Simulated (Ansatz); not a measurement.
Geometry optimisation, Ansatz 0.2.0, RHF/def2-SVP.

input.yaml

```yaml
crystal:
  periodic: [false, false, false]
  atoms:
    - { symbol: C, position_ang: [0.56448, -2.02282, 1.3779] }
    - { symbol: C, position_ang: [0.28611, -1.01703, 0.697] }
    - { symbol: C, position_ang: [-0.01662, 0.07837, -0.05345] }
    - { symbol: C, position_ang: [-0.30319, 1.05847, -0.71456] }
    - { symbol: H, position_ang: [-0.53078, 1.90302, -1.30688] }
total_charge: -1
basis:
  gaussian: { orbitals: def2-SVP }
hamiltonian:
  xc: hf
relax:
  f_tol: 0.02
  max_steps: 40
scf:
  lower_state_search: "off"
```

Run as:

```bash
$ ansatz run input.yaml --threads 1 --pin off --max-ram 2048MiB --backend cpu --events-out ev --progress --plain --runs-dir out
```

**Question.** Where does it end, and by what steps?

**Answer.** The forces met the threshold. Limits of this set-up: an anion without diffuse functions. After 4 steps the energy has fallen by 0.028 eV; C2 moved furthest, 0.01 Å.

```json
{"step": "0", "energy less start (eV)": "0.0000", "largest force component (eV/Å)": "1.820", "accepted": "yes"}
{"step": "1", "energy less start (eV)": "-0.0260", "largest force component (eV/Å)": "0.309", "accepted": "yes"}
{"step": "2", "energy less start (eV)": "-0.0275", "largest force component (eV/Å)": "0.058", "accepted": "yes"}
{"step": "3", "energy less start (eV)": "-0.0276", "largest force component (eV/Å)": "0.046", "accepted": "yes"}
{"step": "4", "energy less start (eV)": "-0.0279", "largest force component (eV/Å)": "0.003", "accepted": "yes"}
```

```xyz
5
Properties=species:S:1:pos:R:3
C 0.566 -2.022 1.381
C 0.288 -1.029 0.703
C -0.024 0.086 -0.058
C -0.296 1.055 -0.721
H -0.535 1.910 -1.305
```

Whether the end is a true minimum wasn't checked by a vibrational analysis.

Run time: 4.7 s on 1 thread of Arm Neoverse N1, on a shared host, peak memory 0.094 GiB.
